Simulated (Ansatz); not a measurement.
**Pulling the pair apart**

The pair of N₂ (SMILES N#N, atoms 1–2) and N₂ (SMILES N#N, atoms 3–4), both closed shells, in one local arrangement (a lower one may exist), relaxed at PBE0-D4/def2-TZVP:

```xyz
4
angstrom
N 0.3181 -0.2885 -1.6954
N -0.4353 0.3635 -2.1361
N -0.4155 -0.1844 1.6913
N 0.5327 0.1094 2.1401
```

N₂ is shifted rigidly along the line between the mean atom positions of the two fragments (negative: closer). Counterpoise interaction energies in kJ/mol. Computed with Ansatz 0.2.0 (basis: def2-TZVPPD); correlated methods freeze the cores. B3LYP uses VWN-RPA correlation.

| shift (Å) | r2SCAN-D4 | PBE0-D4 | B3LYP-D4 |
| --- | --- | --- | --- |
| -0.35 | -0.1 | -0.5 | -0.1 |
| -0.17 | -0.8 | -1.2 | -0.8 |
| 0.00 | -1.0 | -1.4 | -0.9 |
| 0.17 | -1.0 | -1.4 | -0.9 |
| 0.42 | -0.8 | -1.2 | -0.7 |
| 0.87 | -0.5 | -0.7 | -0.4 |
| 1.73 | -0.2 | -0.2 | -0.2 |
| 3.47 | 0.0 | 0.0 | 0.0 |

What does CCSD(T) give at these shifts? (To be estimated.)

By the calculation: 0.1, -0.6, -0.9, -0.9, -0.8, -0.5, -0.2, 0.0 kJ/mol. For zero shift, CCSD(T) at an estimated basis limit (MP2 extrapolated from triple and quadruple zeta, plus CCSD(T) − MP2 in triple zeta) gives -1.0 kJ/mol. These are counterpoise interaction energies, counted from the two frozen fragments.

The T1 diagnostic stays at or below 0.014.

For scale, one of the runs: CCSD(T)/def2-TZVPPD, 148 basis functions, launched by `ansatz run in.yaml --threads 2 --pin off --events-out ev --progress --plain --max-ram 5222MiB`. Hardware: 2 CPU threads of an Arm Neoverse V1, shared host. Wall time 16 s; peak host memory 1 GiB.
